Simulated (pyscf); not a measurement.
Optimised with ωB97X-D3(BJ)/def2-SVP in PySCF.

### Question
PBE/def2-TZVP puts the barrier of HF (SMILES F) + F–Ti(F)(F)–O–SiH₃ (SMILES [F][Ti]([F])([F])[O][SiH3]) → F–Ti(F)(F)–F (SMILES [F][Ti]([F])([F])[F]) + HO–SiH₃ (SMILES O[SiH3]) (four-centre exchange; singlet surface; F–H, O–Ti broken, F–Ti, H–O formed) at 2.3 kJ/mol and the reaction energy at -24.5 kJ/mol, from the separated reactants. What do r²SCAN/def2-TZVP, M06-2X/def2-TZVP, ωB97M-D3(BJ)/def2-TZVP give on the same structures?

### Answer
r²SCAN: ΔE‡ = -7.3 kJ/mol, ΔE = -21.8 kJ/mol; M06-2X: ΔE‡ = -3.0 kJ/mol, ΔE = -4.3 kJ/mol; ωB97M-D3(BJ): ΔE‡ = 9.8 kJ/mol, ΔE = -17.2 kJ/mol. PBE's barrier lies among them. Its reaction energy lies under all of them, by 2.7 to 20.2 kJ/mol. On the reactant side the descent ends in an adduct with a F–Ti contact, 20.9 kJ/mol under the separated species and 25.6 kJ/mol under the saddle at ωB97X-D3(BJ)/def2-TZVP. On the product side the descent ends in an adduct with a O–Ti contact (not fully relaxed), 60.7 kJ/mol under the separated species and 76.2 kJ/mol under the saddle at ωB97X-D3(BJ)/def2-TZVP. At r²SCAN, M06-2X the saddle lies under the separated reactants, which points to a path from their complex (located at ωB97X-D3(BJ) alone). What is counted as formed (F–Ti) is already present as a longer contact in the reactant adduct; forming that adduct is a step of its own. What is counted as broken (O–Ti) persists as a longer contact in the product adduct; parting that adduct is a step of its own. This is the saddle that the search found; another between the same sides may lie lower.
